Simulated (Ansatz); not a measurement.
# Match the barriers

Saddle point of C$_{2}$H$_{5}$Al, closed shell (C₂H₂ (C#C) + AlH₃ → C₂H₅Al ([CH2][CH][AlH2]); bonds formed: Al1–C5, H2–C6; bonds broken: Al1–H2), PBE0-D4/def2-TZVP structure:

```csv
atom,x (Å),y (Å),z (Å)
Al1,-0.7990,-0.5903,-0.4422
H2,-0.4650,-1.0006,1.1098
H3,-0.2537,-1.6565,-1.4832
H4,-2.1486,0.2326,-0.5754
C5,0.7414,0.8800,-0.2805
C6,0.7929,0.3878,0.8495
H7,1.0610,1.5663,-1.0383
H8,1.0710,0.1808,1.8604
```

Program: Ansatz 0.2.0. Basis: def2-TZVPP, with def2-QZVPP for the basis limit. Cores are frozen in the correlated methods. B3LYP uses VWN-RPA correlation. Extrapolation: Hartree–Fock as exp(−7.88 √X), correlation as X^−2.97. Four methods, as single points on the PBE0-D4 structures, gave these electronic barriers from the start structure: 0.043, 0.382, 0.497, 0.776 eV.

The methods were, in alphabetical order, B3LYP-D4, BHLYP-D4, HF, SPW92. Which gave which? (Judge from chemistry; the calculation decides.)

The calculation gives: SPW92 0.043; B3LYP-D4 0.382; BHLYP-D4 0.497; HF 0.776 eV. For comparison, CCSD(T) at an estimated basis limit (MP2 extrapolated from triple and quadruple zeta, plus CCSD(T) − MP2 in triple zeta) gives 0.490 eV.

No T1 diagnostic of these runs exceeds 0.019.

Labels in which every atom is bracketed show which atoms are joined, not bond orders.

For scale, one of the runs: CCSD(T)/def2-TZVPP, 174 basis functions, launched by `ansatz run in.yaml --threads 2 --pin off --events-out ev --progress --plain --max-ram 4352MiB`. The run took 14 s on 2 CPU threads of an AMD EPYC 7R13 (shared host), with 1.5 GiB of host memory at its peak.
